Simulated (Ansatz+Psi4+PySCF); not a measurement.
Two shapes of doublet C₂H₂F.

Shape 1:

```xyz
5

C     0.4005   -0.1194    0.1300
C    -0.1023   -0.7899   -0.8985
F    -0.2840    0.8755    0.7419
H    -1.0860   -0.5650   -1.2901
H     0.4798   -1.5774   -1.3571
```

Shape 2:

```xyz
5

C     0.0120    0.4526    0.0058
C     1.1944   -0.1592   -0.0140
F    -1.1548   -0.2755    0.0189
H     1.3034   -1.2354    0.0099
H     2.0827    0.4549   -0.0164
```

Basis set: cc-pVTZ (spherical functions). Frozen core: 3 orbitals. Correlation on ROHF uses semicanonical orbitals with singles. Charge 0, multiplicity 2.

Computed with Ansatz (development build ahead of 0.2.0) and Psi4 1.11; each method stands on the lowest determinant of its kind that the runs found.

Task: Which shape is lower in energy, and by how much in each method?

Result:

```tsv
method	E(2) − E(1) (eV)
ROHF	0.097
UHF	0.080
ROHF-MP2	0.070
UHF-MP2	0.090
```

Shape 1 is lower. Caution for UHF, UHF-MP2: the unrestricted determinant is spin contaminated.
